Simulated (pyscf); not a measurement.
water (H₂O) + HO–Ga(OH)–OH -> HO–Ga(OH)–OH + water (H₂O) (four-centre exchange; singlet surface; H–O, Ga–O broken, Ga–O, H–O formed). Single points on ωB97X-D3(BJ)/def2-SVP structures (PySCF, gas phase). Energies in kJ/mol from the separated reactants.

| level | barrier | reaction energy |
|---|---|---|
| ωB97X-D3(BJ)/def2-TZVP | -33.6 | 0.0 |
| PBE/def2-TZVP | … | 0.0 |
| r²SCAN/def2-TZVP | -43.6 | 0.0 |
| PBE0-D3(BJ)/def2-TZVP | -37.7 | 0.0 |
| M06-2X/def2-TZVP | … | 0.0 |
| ωB97M-D3(BJ)/def2-TZVP | -29.4 | 0.0 |

Question: Some entries are withheld; supply them.

Answer: 
- PBE/def2-TZVP, barrier: -34.4
- M06-2X/def2-TZVP, barrier: -46.6

On the reactant side the descent ends in an adduct with a Ga–O contact, 76.5 kJ/mol under the separated species and 42.9 kJ/mol under the saddle at ωB97X-D3(BJ)/def2-TZVP. On the product side the descent ends in an adduct with a Ga–O contact, 76.5 kJ/mol under the separated species and 42.9 kJ/mol under the saddle at ωB97X-D3(BJ)/def2-TZVP. At ωB97X-D3(BJ), PBE, r²SCAN, PBE0-D3(BJ), M06-2X, ωB97M-D3(BJ) the saddle lies under the separated reactants, which points to a path from their complex (located at ωB97X-D3(BJ) alone). At ωB97X-D3(BJ), PBE, r²SCAN, PBE0-D3(BJ), M06-2X, ωB97M-D3(BJ) the saddle lies under the separated products, which points to a path from their complex (located at ωB97X-D3(BJ) alone). What is counted as formed (Ga–O) is already present as a longer contact in the reactant adduct; forming that adduct is a step of its own. What is counted as broken (Ga–O) persists as a longer contact in the product adduct; parting that adduct is a step of its own. One saddle was located; it need not be the lowest between these sides. Elements up to Kr have no core potential and no relativistic terms here.
